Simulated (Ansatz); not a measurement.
# C3H4O: small, medium and large basis sets

One table from this session's results is given with a row withheld; the runs are named, their logs left out.

The runs use Ansatz 0.2.0, Gaussian basis; one geometry, several basis sets.

Plan: PBE0-D4/def2-SVP; ωB97M-V/def2-SVP; PBE0-D4/def2-QZVPP; ωB97M-V/def2-QZVPP; the functionals' def2-TZVPP values are taken from earlier runs.

### Structure used throughout

All runs share one geometry, relaxed beforehand with PBE0-D4 in a triple-zeta def2 set.

SMILES `OC1=CC1`, 8 atoms, charge 0, spin multiplicity 1.

Atoms are counted from 1 here; the program's logs count them from 0.

Bond lengths: O1–C2 1.327 Å, O1–H5 0.962 Å, C2–C3 1.285 Å, C2–C4 1.475 Å, C3–C4 1.528 Å, C3–H6 1.074 Å, C4–H7 1.094 Å, C4–H8 1.094 Å. Angles: C2–O1–H5 108.6°, O1–C2–C3 148.6°, O1–C2–C4 144.6°, C3–C2–C4 66.8°, C2–C3–C4 62.5°, C2–C3–H6 153.2°, C4–C3–H6 144.3°, C2–C4–C3 50.7°, C2–C4–H7 120.0°, C2–C4–H8 120.0°, C3–C4–H7 119.6°, C3–C4–H8 119.6°, H7–C4–H8 113.3°.

Set-up of the first run:

File in.yaml:

```yaml
crystal:
  periodic: [false, false, false]
  atoms:
    - {symbol: O, position_ang: [-0.855679, 1.422856, -0.797612]}
    - {symbol: C, position_ang: [-0.179225, 0.529632, -0.085979]}
    - {symbol: C, position_ang: [0.532412, 0.264586, 0.950860]}
    - {symbol: C, position_ang: [0.238600, -0.882740, -0.014066]}
    - {symbol: H, position_ang: [-1.220178, 0.985802, -1.573383]}
    - {symbol: H, position_ang: [1.028519, 0.529248, 1.865672]}
    - {symbol: H, position_ang: [1.031715, -1.252983, -0.669624]}
    - {symbol: H, position_ang: [-0.483863, -1.653601, 0.268230]}
basis:
  gaussian: {orbitals: def2-SVP}
hamiltonian: {xc: pbe0, dispersion: d4}
output: {orbitals: {seedname: orbitals}}
```

On the command line:

```bash
ansatz run in.yaml --threads 2 --pin off --events-out ev --progress --plain --max-ram 4352MiB
```

Among the steps run: PBE0-D4 in def2-SVP; ωB97M-V in def2-SVP; PBE0-D4 in def2-QZVPP; ωB97M-V in def2-QZVPP.

One table of the session follows, with a row left open; its other results are not shown here.

It belongs to the step «Density functionals: the series». 

```
functional       basis  HOMO (eV)  LUMO (eV)
   PBE0-D4    def2-SVP      -6.44       1.37
   PBE0-D4  def2-TZVPP          ?          ?
   PBE0-D4  def2-QZVPP      -6.55       0.39
   ωB97M-V    def2-SVP      -8.65       3.18
   ωB97M-V  def2-TZVPP      -8.75       2.28
   ωB97M-V  def2-QZVPP      -8.78       1.54
```

Q: Estimate the row for PBE0-D4, def2-TZVPP from the others.

**Answer.** HOMO (eV): -6.52; LUMO (eV): 0.84. In the column «HOMO (eV)» it lies between PBE0-D4, def2-QZVPP (-6.55) and PBE0-D4, def2-SVP (-6.44).
